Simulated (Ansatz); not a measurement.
A nudged elastic band was laid between two geometries of H$_{3}$OSi$_{2}$ (6 atoms, charge 0, multiplicity 2).

Theory: UKS PBE0-D4/def2-SVP (Ansatz 0.2.0).

```
movable images  : 5
climbing image  : yes
spring          : 5.0 eV/Å²
optimiser       : quadratic models (default)
start path      : IDPP
force threshold : 0.05 eV/Å
iteration limit : 60
end points      : relaxed
```

First end point:

```xyz
6
Properties=species:S:1:pos:R:3
O -0.531 -1.990 1.201
Si -0.364 -1.093 -0.040
Si 0.175 1.122 0.081
H -0.632 -1.540 -1.443
H 0.634 1.826 -1.150
H 0.717 1.675 1.351
```

Last end point:

```xyz
6
Properties=species:S:1:pos:R:3
O -0.032 -2.210 0.902
Si -0.533 -1.022 0.060
Si 0.636 0.924 -0.190
H -1.788 -1.041 -0.756
H 1.775 1.223 0.718
H -0.058 2.126 -0.733
```

(1) What changes between the two ends?

(2) Give the energies along the band, and the barrier.

(3) What is the geometry of the highest image?

(4) What are the harmonic wavenumbers there?

Results:

(1) No bond is made or broken. The dihedral O1–Si2–Si3–H5 goes from 165 to -15°. The two ends are copies of one structure, up to a mirror image or an exchange of like atoms.

(2) It converged. The highest image is number 3 of 0 to 6, 0.187 eV above the ends, which have the same energy within 2 meV. A vibrational analysis at the climbing image gives one clearly imaginary mode, 170i cm⁻¹: a first-order saddle point.

```
image  path coordinate (Å)  energy (eV)  dihedral O1–Si2–Si3–H5 (°)
    0                 0.00        0.000                         165
    1                 0.68        0.052                         129
    2                 1.36        0.145                          94
    3                 2.03        0.187                          62
    4                 2.71        0.145                          32
    5                 3.38        0.053                           7
    6                 4.06        0.000                         -15
```

(3) 
```xyz
6
Properties=species:S:1:pos:R:3:forces:R:3
O 0.284 -2.070 0.753 0.01 -0.01 0.01
Si -0.447 -1.030 -0.113 -0.01 0.01 -0.01
Si 0.173 1.232 -0.165 0.00 0.00 0.00
H -1.610 -1.394 -0.985 0.00 0.00 0.00
H 1.570 1.399 -0.672 0.00 0.00 0.00
H 0.029 1.863 1.183 0.00 0.00 0.00
```

(4) 170i, 186, 393, 421, 510, 560, 823, 900, 1203, 2198, 2210, 2236 cm⁻¹.

Time of the run: 100 s on 1 CPU thread of a shared host.
